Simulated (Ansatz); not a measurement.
Reaction (SMILES): O (H2O) → [OH] (OH) + H atom
B3LYP-D3(BJ)/def2-TZVP geometries, fixed; electronic energies without zero-point terms.

Basis-set convergence of the bond dissociation energy at CCSD(T) with Ansatz (a program for electronic structure). Cartesian d functions, on some or all atoms, in 6-31G*, 6-31G**; all else is spherical. Cores are frozen. Open shells are unrestricted. No added dispersion term, no relativity. Functions are those of the species that has most. Reference: Hartree-Fock in aug-cc-pVQZ plus the correlation part extrapolated as X^-3 from aug-cc-pVTZ and aug-cc-pVQZ, 125.86 kcal/mol, itself unsure by roughly 0.35 kcal/mol (a third of the extrapolation step and of the last Hartree-Fock step). Deviations are taken from unrounded values.

```json
[
 {"basis": "6-31G*", "functions": "19", "bond dissociation energy (kcal/mol)": "108.16", "minus reference (kcal/mol)": "-17.69"},
 {"basis": "pcseg-1", "functions": "24", "bond dissociation energy (kcal/mol)": "115.53", "minus reference (kcal/mol)": "-10.33"},
 {"basis": "6-31G**", "functions": "25", "bond dissociation energy (kcal/mol)": "115.99", "minus reference (kcal/mol)": "-9.86"},
 {"basis": "6-311G**", "functions": "30", "bond dissociation energy (kcal/mol)": "117.33", "minus reference (kcal/mol)": "-8.52"},
 {"basis": "6-311+G**", "functions": "34", "bond dissociation energy (kcal/mol)": "119.37", "minus reference (kcal/mol)": "-6.49"},
 {"basis": "aug-cc-pVDZ", "functions": "41", "bond dissociation energy (kcal/mol)": "119.50", "minus reference (kcal/mol)": "-6.35"},
 {"basis": "aug-pcseg-1", "functions": "41", "bond dissociation energy (kcal/mol)": "119.66", "minus reference (kcal/mol)": "-6.19"},
 {"basis": "def2-TZVP", "functions": "43", "bond dissociation energy (kcal/mol)": "119.28", "minus reference (kcal/mol)": "-6.57"},
 {"basis": "6-311++G(2d,2p)", "functions": "47", "bond dissociation energy (kcal/mol)": "121.39", "minus reference (kcal/mol)": "-4.47"},
 {"basis": "cc-pVTZ", "functions": "58", "bond dissociation energy (kcal/mol)": "122.12", "minus reference (kcal/mol)": "-3.74"},
 {"basis": "def2-TZVPD", "functions": "58", "bond dissociation energy (kcal/mol)": "120.80", "minus reference (kcal/mol)": "-5.06"},
 {"basis": "def2-TZVPP", "functions": "59", "bond dissociation energy (kcal/mol)": "122.79", "minus reference (kcal/mol)": "-3.07"},
 {"basis": "aug-cc-pVTZ", "functions": "92", "bond dissociation energy (kcal/mol)": "123.55", "minus reference (kcal/mol)": "-2.30"},
 {"basis": "aug-pcseg-2", "functions": "92", "bond dissociation energy (kcal/mol)": "123.55", "minus reference (kcal/mol)": "-2.30"},
 {"basis": "def2-QZVPPD", "functions": "132", "bond dissociation energy (kcal/mol)": "124.88", "minus reference (kcal/mol)": "-0.98"},
 {"basis": "aug-cc-pVQZ", "functions": "172", "bond dissociation energy (kcal/mol)": "124.95", "minus reference (kcal/mol)": "-0.90"},
 {"basis": "aug-pcseg-3", "functions": "183", "bond dissociation energy (kcal/mol)": "125.12", "minus reference (kcal/mol)": "-0.73"},
 {"basis": "pcseg-4", "functions": "223", "bond dissociation energy (kcal/mol)": "125.40", "minus reference (kcal/mol)": "-0.45"}
]
```
